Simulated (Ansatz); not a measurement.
**Two structures, one formula**

Two relaxed structures of CH4BSi, doublet (PBE0-D4/def2-TZVP; forces vanish, vibrations not checked).

A:

| atom | x (Å) | y (Å) | z (Å) |
| --- | --- | --- | --- |
| C1 | -1.5378 | -1.5139 | -0.0695 |
| B2 | -0.5680 | -0.5683 | -0.0021 |
| Si3 | 0.8347 | 0.8139 | 0.0526 |
| H4 | -2.3039 | -2.2604 | -0.1212 |
| H5 | 0.7509 | 1.5949 | -1.2109 |
| H6 | 0.6405 | 1.7353 | 1.2017 |
| H7 | 2.1836 | 0.1984 | 0.1494 |

B:

C1  (-1.365, -1.491, 0.390)
B2  (-0.361, -0.536, 0.340)
Si3  (1.010, 0.770, 0.273)
H4  (-2.016, -1.703, -0.454)
H5  (-1.564, -2.088, 1.276)
H6  (0.800, 2.185, 0.646)
H7  (2.393, 0.472, -0.157)
(Å)

Computed with Ansatz 0.2.0 (basis: def2-TZVPP); correlated methods freeze the cores; orbitals are unrestricted. B3LYP uses VWN-RPA correlation.

Question: Which structure is lower at CCSD(T), and by how much? (An estimate is asked for; the value comes from the calculation.)

Answer: By the calculation: B, by 0.631 eV (electronic energy, against the other). By their contacts, A is CH₄BSi ([CH][B][SiH3]) and B is CH₄BSi ([CH2][B][SiH2]).

All methods give the same order:

```
   method  E(B) − E(A) (eV)
   PBE-D4            -0.851
r2SCAN-D4            -0.753
  PBE0-D4            -0.771
 B3LYP-D4            -0.681
  wB97M-V            -0.638
       HF            -0.277
      MP2            -0.714
     CCSD            -0.582
  CCSD(T)            -0.631
```

T1 diagnostic: at most 0.025. ⟨S²⟩ of the unrestricted Hartree–Fock references: 0.80 to 0.81 (a pure state has 0.75). The unrestricted reference is spin-contaminated, which hurts MP2 most.

Labels in which every atom is bracketed show which atoms are joined, not bond orders.

For scale, one of the runs: CCSD(T)/def2-TZVPP, 160 basis functions, launched by `ansatz run in.yaml --threads 2 --pin off --events-out ev --progress --plain --max-ram 4352MiB`. Hardware: 2 CPU threads of an Arm Neoverse V2, shared host. Wall time 60 s; peak host memory 2.6 GiB.
